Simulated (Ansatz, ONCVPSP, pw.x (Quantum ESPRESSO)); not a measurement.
What a changed setting does to a pw.x run (diamond Be)

Potential: optimised norm-conserving Vanderbilt (ONCV), ONCVPSP 4.0.1.1 (patched build), LDA (Perdew-Wang 92); core [He], reference 2s2; waves: 2s: rc 1.82 bohr, ncon 4, nbas 8, qcut 5.1 1/bohr, 1 projector; p scattering state at 0.3 Ha: rc 1.96 bohr, ncon 4, nbas 8, qcut 5 1/bohr, 2 projectors, debl 2.3 Ha; d scattering state at 0.38 Ha: rc 1.52 bohr, ncon 4, nbas 8, qcut 9.3 1/bohr, 1 projector; local part: polynomial inside 1.20 bohr (lpopt 1, dvloc0 2 Ha); core correction: polynomial model core, fcfact 0.35. In the p channel the program set the typed energies aside and used 0.050, 2.350 Ha.

The reference run (k-mesh 10³, cutoffs 50/200 Ry, Fermi–Dirac 0.01 Ry, mixing_beta 0.4, conv_thr 1e-9, no spin) gives -0.36 GPa at 14.092 Å³/atom, where all-electron LAPW gives -0.06 GPa. This run, with its own iteration cap, changes conv_thr to 1.0, a wrong or extreme entry chosen on purpose.

```
&control
  calculation='scf', prefix='x', pseudo_dir='./', outdir='./tmp', tstress=.true., disk_io='none'
/
&system
  ibrav=0, nat=2, ntyp=1, ecutwfc=50, ecutrho=200, nbnd=9,
  occupations='smearing', smearing='fd', degauss=0.01
/
&electrons
  conv_thr=1, mixing_beta=0.4, electron_maxstep=70
/
ATOMIC_SPECIES
Be 1.0 Be.UPF
CELL_PARAMETERS angstrom
  0.00000000 2.41541010 2.41541010
  2.41541010 0.00000000 2.41541010
  2.41541010 2.41541010 0.00000000
ATOMIC_POSITIONS crystal
Be 0.0000 0.0000 0.0000
Be 0.2500 0.2500 0.2500
K_POINTS automatic
10 10 10 0 0 0
```

```bash
pw.x < Be.scf.in > Be.scf.out
```

Task: How does the run end?

Result: It converges in 1 iterations; the free energy moves by +2.2 meV/atom and the pressure by +1.30 GPa. The result is not a property of the crystal.

```
Message from routine setup:
     using ibrav=0 with symmetry is DISCOURAGED, use correct ibrav instead
     lattice parameter (alat)  =       6.4551  a.u.
     unit-cell volume          =     190.1951 (a.u.)^3
     number of electrons       =         4.00
     number of Kohn-Sham states=            9
     kinetic-energy cutoff     =      50.0000  Ry
     charge density cutoff     =     200.0000  Ry
     scf convergence threshold =      1.0E+00
     Exchange-correlation= SLA  PW   NOGX NOGC
     number of k points=    47  Fermi-Dirac smearing, width (Ry)=  0.0100
     iteration #  1     ecut=    50.00 Ry     beta= 0.40
     the Fermi energy is     2.3550 ev
!    total energy              =      -5.04919220 Ry
     estimated scf accuracy    <       0.00491871 Ry
     smearing contrib. (-TS)   =      -0.00439135 Ry
     The total energy is F=E-TS. E is the sum of the following terms:
     one-electron contribution =       2.41712968 Ry
     hartree contribution      =       0.11990868 Ry
     xc contribution           =      -2.86119854 Ry
     ewald contribution        =      -4.72064066 Ry
     convergence has been achieved in   1 iterations
          total   stress  (Ry/bohr**3)                   (kbar)     P=        9.44
     Message from routine punch:
     Nothing written, as per user request (disk_io='none')
```

The run took about 3.7 s on one core of a shared host (Neoverse-N1, 64 threads, 124 GiB, load 58).
